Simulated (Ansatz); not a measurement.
# Cuprite Ag2O

All values below come from RPBE (Ansatz, an electronic-structure program, PAW).

Numerical settings: plane-wave cutoff 520 eV, 8×8×8 k mesh, Fermi–Dirac smearing 0.01 eV, no spin polarisation, scalar-relativistic PAW data made under PBE.

Cell: relaxed at this level.

```yaml
equilibrium_volume_per_atom: 19.59 Å³/atom
bulk modulus B0: 56.5 GPa
lattice_constant_a: 4.898 Å
band_gap: zero (no gap)
pressure derivative B′ of the bulk modulus: 5.3
```

Measured, for comparison: band gap 1.2 eV (temperature not stated, no zero-point or thermal correction, photoconductivity; as tabulated in He and Franchini (2017), arXiv:1706.08159); equilibrium volume per atom 17.81 Å³/atom, lattice constant a 4.745 Å (15 K, zero-point motion not removed; as tabulated in Gupta et al. (2014), arXiv:1311.4701). Computed (rounded) less measured: equilibrium volume per atom +10.0 %, lattice constant a +3.2 %.

Note: the cell is over a tenth larger than the published one: the level's own overestimate first of all, though another phase or state, or a fault of the published cell, is possible; the gap of the solid is closed in this run; this level leaves the solid without a gap, although one is measured.

Spin–orbit coupling is not included.

The computed numbers hold no vibrational or temperature effects.
